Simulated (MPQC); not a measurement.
**[PO2]+ (SMILES O=[P+]=O): levels of theory compared**

Wanted: a comparison of 4 runs (HF/def2-SVP, PBE0/def2-SVP, PBE0/def2-TZVP, MP2/def2-TZVP) of [PO2]+. 

Program for the calculation: MPQC 2.3.1.

### Step 1. The molecule

The species is [PO2]+ (3 atoms), meant as a singlet with charge +1. SMILES: `O=[P+]=O`. The shape is that of a GFN2-xTB optimisation.

Bond lengths: O1–P2 1.407 Å, P2–O3 1.408 Å. Angles: O1–P2–O3 179.9°.

### Step 2. Energy and forces at HF/def2-SVP (run 1)

input.in

```
% O2P
molecule<Molecule>: (
  symmetry = c1
  unit = bohr
  { atoms geometry } = {
    O  [ 1.49721111 1.93867003 1.03591007 ]
    P  [ 0.00043464 -0.00039684 0.00064251 ]
    O  [ -1.49764575 -1.93827319 -1.03655257 ]
  }
)
basis<GaussianBasisSet>: (
  name = "def2-SVP"
  molecule = $:molecule
  basisdir = "."
  puream = yes
)
mpqc: (
  checkpoint = no
  savestate = no
  restart = no
  do_energy = yes
  do_gradient = yes
  optimize = no
  mole<CLHF>: (
    molecule = $:molecule
    basis = $:basis
    total_charge = 1
    memory = 1000000000
    print_evals = yes
    print_npa = yes
    maxiter = 120
    value_accuracy = 1e-08
    guess_wavefunction<ExtendedHuckelWfn>: (
      molecule = $:molecule
      total_charge = 1
      multiplicity = 1
      basis<GaussianBasisSet>: (
        name = "STO-3G"
        molecule = $:molecule
      )
    )
  )
)
```

The basis set def2-SVP is read from a file made from the Basis Set Exchange's data (not shown).

Command:

```bash
mpqc input.in > input.out
```

The log of the run:

```text
MPQC: Massively Parallel Quantum Chemistry
[...]
  CLSCF::init: total charge = 1
[...]
  nbasis = 46
[...]
  iter     1 energy = -482.4929226779 delta = 1.86051e-01
[...]
  LUMO is    16   A =  -0.301488
  total scf energy = -489.8065951019
[...]
Value of the MolecularEnergy: -489.8065951019
  Gradient of the MolecularEnergy:
      1    0.0034501938
      2    0.0045275656
      3    0.0023657717
      4    0.0003579351
      5    0.0003407218
      6    0.0002913720
      7   -0.0038081290
      8   -0.0048682874
      9   -0.0026571437
  Function Parameters:
    value_accuracy    = 6.696678e-09 (1.000000e-08) (computed)
[...]
      symmetry = c1
[...]
```

It took 0.87 s on 1 thread of Arm Neoverse V2, shared host.

### Step 3. Energy and gradient at PBE0/def2-SVP (run 2)

mol.in

```
% emacs should use -*- KeyVal -*- mode
molecule<Molecule>: (
  symmetry = c1
  unit = angstrom
  { atoms geometry } = {
    O  [ 0.792290       1.025900       0.548180 ]
    P  [ 0.000230      -0.000210       0.000340 ]
    O  [ -0.792520      -1.025690      -0.548520 ]
  }
)
basis<GaussianBasisSet>: (
  name = "def2-SVP"
  molecule = $:molecule
  basisdir = "."
  puream = yes
)
mpqc: (
  checkpoint = no
  savestate = no
  restart = no
  do_energy = yes
  do_gradient = yes
  optimize = no
  mole<CLKS>: (
    molecule = $:molecule
    basis = $:basis
    total_charge = 1
    memory = 1000000000
    print_evals = yes
    print_npa = yes
    maxiter = 120
    value_accuracy = 1e-08
    functional<SumDenFunctional>: (
      a0 = 0.25
      coefs = [ 0.75 1 ]
      funcs: [ <PBEXFunctional>: () <PBECFunctional>: () ]
    )
    integrator<RadialAngularIntegrator>: ( grid = xfine )
    guess_wavefunction<CLHF>: (
      molecule = $:molecule
      total_charge = 1
      memory = 1000000000
      value_accuracy = 1e-3
      basis<GaussianBasisSet>: (
        name = "STO-3G"
        molecule = $:molecule
      )
    )
  )
)
```

The basis set def2-SVP is read from a file made from the Basis Set Exchange's data (not shown).

Command:

```bash
mpqc mol.in > mol.out
```

The log of the run:

```text
MPQC: Massively Parallel Quantum Chemistry
[...]
  Integrated electron density error = -0.000513904665
  iter     1 energy = -490.4073463276 delta = 2.07035e-01
  Integrated electron density error = -0.000099792480
  iter     2 energy = -490.6224379851 delta = 4.34966e-02
[...]
  Integrated electron density error = -0.000002024468
  iter    11 energy = -490.8584737502 delta = 3.34751e-07
  Integrated electron density error = -0.000002024469
  iter    12 energy = -490.8584737502 delta = 6.76671e-08
  Integrated electron density error = -0.000002024469
  iter    13 energy = -490.8584737502 delta = 2.60219e-08
[...]
  LUMO is    16   A =  -0.451593
  total scf energy = -490.8584737502
[...]
  Integrated electron density error = -0.000002025525
  Total Gradient:
[...]
Value of the MolecularEnergy: -490.8584737502
  Gradient of the MolecularEnergy:
      1   -0.0332812623
      2   -0.0430834881
      3   -0.0230199149
      4    0.0003477035
      5    0.0004206374
      6    0.0002509124
      7    0.0329335589
      8    0.0426628508
      9    0.0227690025
  Closed Shell Kohn-Sham (CLKS) Parameters:
    Function Parameters:
[...]
        symmetry = c1
[...]
```

It took 7.2 s on 1 thread of Arm Neoverse V2, shared host.

Run 3 isn't shown in full; the table further down has it.

### Step 4. Energy and forces at MP2/def2-TZVP (run 4)

job.in

```
% O2P
molecule<Molecule>: (
  symmetry = c1
  unit = angstrom
  { atoms geometry } = {
    O  [ 0.792290       1.025900       0.548180 ]
    P  [ 0.000230      -0.000210       0.000340 ]
    O  [ -0.792520      -1.025690      -0.548520 ]
  }
)
basis<GaussianBasisSet>: (
  name = "def2-TZVP"
  molecule = $:molecule
  basisdir = "."
  puream = yes
)
mpqc: (
  checkpoint = no
  savestate = no
  restart = no
  do_energy = yes
  do_gradient = yes
  optimize = no
  mole<MBPT2>: (
    molecule = $:molecule
    basis = $:basis
    memory = 1000000000
    method = mp
    nfzc = 7
    reference<CLHF>: (
      molecule = $:molecule
      basis = $:basis
      total_charge = 1
      memory = 1000000000
      print_evals = yes
      maxiter = 120
      value_accuracy = 1e-08
      guess_wavefunction<CLHF>: (
        molecule = $:molecule
        total_charge = 1
        memory = 1000000000
        value_accuracy = 1e-3
        basis<GaussianBasisSet>: (
          name = "STO-3G"
          molecule = $:molecule
        )
      )
    )
  )
)
```

The basis set def2-TZVP is read from a file made from the Basis Set Exchange's data (not shown).

Command:

```bash
mpqc -o job.out job.in
```

The log of the run:

```text
MPQC: Massively Parallel Quantum Chemistry
[...]
  LUMO is    16   A =  -0.306522
  total scf energy = -490.1474209545
[...]
  MP2 correlation energy [au]:         -0.604379055503
  MP2 energy [au]:                   -490.751800009998
[...]
Value of the MolecularEnergy: -490.7518000100
  Gradient of the MolecularEnergy:
      1   -0.0384930056
      2   -0.0498311331
      3   -0.0266372111
      4    0.0003258876
      5    0.0004228367
      6    0.0002251732
      7    0.0381671180
      8    0.0494082963
      9    0.0264120379
[...]
        symmetry = c1
[...]
```

Wall time 39 s (1 thread of Arm Neoverse V2, shared host); peak memory 0.5 GiB.

### Step 5. All runs side by side

```
run           level  starting guess  integration grid  energy (Eh)  HOMO energy (eV)  LUMO energy (eV)  HOMO–LUMO gap (eV)  wall time
  1     HF/def2-SVP   huckel STO-3G                 –  -489.806595            -23.70             -8.20               15.49     0.87 s
  2   PBE0/def2-SVP          STO-3G             xfine  -490.858474            -19.57            -12.29                7.28      7.2 s
  3  PBE0/def2-TZVP          STO-3G             xfine  -491.186371            -19.57            -12.52                7.05       36 s
  4   MP2/def2-TZVP          STO-3G                 –  -490.751800            -23.63             -8.34               15.29       39 s
```

### Step 6. Outcome

| quantity | value |
| --- | --- |
| run 4: total energy | -490.75180 Eh |
| run 4: HOMO energy (Hartree–Fock orbitals) | -23.63 eV |
| run 4: LUMO energy (Hartree–Fock orbitals) | -8.34 eV |
| run 4: HOMO–LUMO gap (Hartree–Fock orbitals) | 15.29 eV |
| run 4: correlation energy (7 core orbitals frozen) | -604.4 mEh |
| run 4: largest force on an atom | 3.516 eV/Å |

Over runs 1, 2, 3 the HOMO–LUMO gap runs from 7.05 eV (PBE0/def2-TZVP) to 15.49 eV (HF/def2-SVP). The two ends differ in method and basis. All runs together took 83 s, the longest 39 s.
